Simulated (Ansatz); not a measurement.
Worked example: correlation energy of GaH₃, triplet

Geometry: a point of a breathe scan, not a stationary point.

```xyz
4

Ga    0.0000    0.0492   -0.0811
H     0.0000   -2.6227   -0.9611
H     0.7196   -0.3908    3.2858
H    -0.7196   -0.3908    3.2858
```

Basis cc-pVDZ; Ansatz 0.2.0. Correlated methods freeze the noble-gas cores and the filled d shells of p-block atoms, which leaves 6 electrons in 28 orbitals. Prefix R: restricted or restricted open-shell reference. No spin–orbit coupling is included, and no scalar relativity.

Full CI is exact within this basis and frozen core; it isn't the basis-set limit.

Runs differ by some tens of microhartree through their thresholds and, for an open shell, their frozen cores, so steps under 0.03 kcal/mol mean nothing.

```csv
level,total energy (hartree)
RHF,-1924.703186
RMP2,-1924.771205
RCCSD,-1924.806670
RCCSD(T),-1924.807534
RCCSDT,-1924.807884
RCCSDT(Q),-1924.807903
full CI,-1924.807900
```

**Question.** What is the correlation energy at full CI, and what share of it do RMP2 and RCCSD(T) recover?

**Answer.** E(corr) = -1924.807900 − (-1924.703186) = -0.104714 hartree = -2.849 eV. RMP2: -0.068019 / -0.104714 = 64.96 %. RCCSD(T): -0.104348 / -0.104714 = 99.65 %.

**Question.** By how many kcal/mol does RCCSD(T) miss full CI (1 hartree = 627.509 kcal/mol), and which steps make up the rest?

**Answer.** -1924.807534 − (-1924.807900) = 0.000366 hartree = 0.23 kcal/mol. Steps: RCCSDT − RCCSD(T) = -0.22, RCCSDT(Q) − RCCSDT = -0.01, full CI − RCCSDT(Q) = 0.00 kcal/mol. That is within 1 kcal/mol of the reference in this basis, which itself misses far more of the correlation at the basis-set limit.
